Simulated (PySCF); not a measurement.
Structure with atom numbers: `[CH3:1][n:2]1[cH:3][cH:4][n:5][cH:6]1` (H(Xn): hydrogen on atom n).

Geometry: PBE0-D3(BJ)/def2-SVP; GIAO absolute shieldings from PySCF 2.14.0 with density-fitted response routines, gas phase, non-relativistic, averaged over equivalent atoms.

At OPBE/pcSseg-2 (300 basis functions, 45 s wall time on 1 thread of an Arm Neoverse V2, shared host):
```tsv
atoms	σ (ppm)
C6	48.2
C4	50.1
C3	65.1
C1	150.0
N5	-26.7
N2	81.0
H(C4)	23.97
H(C6)	24.05
H(C3)	24.31
H(C1)	27.63
```

Q: Estimate the result of repeating the calculation with BP86/pcSseg-2.

A: 
```
atoms  σ at BP86/pcSseg-2  change
   C6                38.3    -9.9
   C4                39.9   -10.2
   C3                55.9    -9.2
   C1               144.8    -5.2
   N5               -42.4   -15.7
   N2                70.1   -10.9
H(C4)               24.03   +0.06
H(C6)               24.14   +0.09
H(C3)               24.37   +0.06
H(C1)               27.63   +0.00
```

The largest change is at N5 (pyridine-type nitrogen of an azole). Cost: 300 basis functions, 43 s wall time on 1 thread of an Arm Neoverse V2, shared host. The order of the carbon signals is the same at both levels.
